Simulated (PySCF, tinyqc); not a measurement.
RHF in the sto-3g basis, for H2O, spin multiplicity 1, step by step. The lowest restricted solution is unstable here: a spin-polarised one lies 0.0211 hartree lower (PySCF). One step of it, computed by the program tinyqc.

Task: Iteration 2: diagonalisation and new density. Diagonalise F' = X^T F X, C = X C', fill 5 alpha and 5 beta electrons from the bottom; D = 2 C_occ C_occ^T. Each column has its largest component positive (the first on a tie).

extrapolated F (hartree), lower triangle:
```
             1O 1s      1O 2s     1O 2px     1O 2py     1O 2pz      2H 1s      3H 1s
1O 1s   -20.216007
1O 2s    -5.157109  -2.328510
1O 2px    0.000000   0.000000  -0.354582
1O 2py   -0.001423  -0.003817   0.000000  -0.140553
1O 2pz   -0.021937  -0.016801   0.000000  -0.009011  -0.159313
2H 1s    -0.483035  -0.525723   0.000000  -0.282445  -0.218900  -0.249494
3H 1s    -0.436956  -0.483652   0.000000   0.265416  -0.207357  -0.102839  -0.224235
```

X, lower triangle:
```
            1O 1s      1O 2s    1O 2px     1O 2py     1O 2pz      2H 1s     3H 1s
1O 1s    1.022767
1O 2s   -0.129017   1.074991
1O 2px   0.000000   0.000000  1.000000
1O 2py  -0.000352   0.003286  0.000000   1.034047
1O 2pz  -0.003324   0.027992  0.000000   0.001602   1.014764
2H 1s    0.013952  -0.141144  0.000000  -0.115981  -0.074340   1.055356
3H 1s    0.012916  -0.128476  0.000000   0.107941  -0.068502  -0.025934  1.047509
```

Give: F' = X^T F X; orbital energies; coefficients C; D after iteration 2.

Result:

F' = X^T F X (hartree), lower triangle:
```
          1        2        3        4        5        6        7
1  -19.8465
2   -2.6684  -1.3459
3    0.0000   0.0000  -0.3546
4   -0.0028   0.0043   0.0000  -0.0267
5   -0.0403   0.0635   0.0000  -0.0042  -0.1040
6   -0.0173  -0.2779   0.0000  -0.2878  -0.2075  -0.0623
7   -0.0118  -0.2535   0.0000   0.2714  -0.1961  -0.0356  -0.0620
```

orbital energies (hartree): MO1 -20.2240, MO2 -1.1057, MO3 -0.4229, MO4 -0.3546, MO5 -0.3311, MO6 0.2660, MO7 0.3703

coefficients C:
```
            MO1      MO2      MO3     MO4      MO5      MO6      MO7
1O 1s    0.9947  -0.2480   0.0112  0.0000   0.0706  -0.0830  -0.0124
1O 2s    0.0221   0.9455  -0.0548  0.0000  -0.3483   0.4314   0.0673
1O 2px   0.0000   0.0000   0.0000  1.0000   0.0000   0.0000   0.0000
1O 2py   0.0002   0.0048   0.6165  0.0000  -0.0593  -0.0889   0.8384
1O 2pz   0.0019   0.0279   0.0747  0.0000   0.7283   0.7057   0.0768
2H 1s   -0.0032   0.1338   0.4926  0.0000   0.3360  -0.5506  -0.6906
3H 1s   -0.0029   0.1196  -0.4204  0.0000   0.4399  -0.6753   0.5389
```

D after iteration 2, lower triangle:
```
          1O 1s    1O 2s  1O 2px   1O 2py  1O 2pz    2H 1s   3H 1s
1O 1s    2.1121
1O 2s   -0.4755   2.0376
1O 2px   0.0000   0.0000  2.0000
1O 2py   0.0034  -0.0172  0.0000   0.7672
1O 2pz   0.0944  -0.4628  0.0000   0.0059  1.0737
2H 1s   -0.0143  -0.0352  0.0000   0.5687  0.5705   0.7469
3H 1s   -0.0124  -0.0344  0.0000  -0.5694  0.5847  -0.0864  0.7691
```
